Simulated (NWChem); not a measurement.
Species: tert-butyl cation (C$_{4}$H$_{9}$ cation); SMILES C[C+](C)C

All runs: NWChem. All runs use the structure optimised with B3LYP/6-31G* (spherical d). Level: PBE/def2-SVP with COSMO at NWChem's default radii, gas-phase geometry; rows give the dielectric constant. Reactions with the solvent are ignored.

For dielectric constant 2.0:

```yaml
electrostatic solvation energy (kcal/mol): -30.0
```

**Question.** What are these values for dielectric constant 78.4?

**Answer.** 
- electrostatic solvation energy (kcal/mol): -59.4
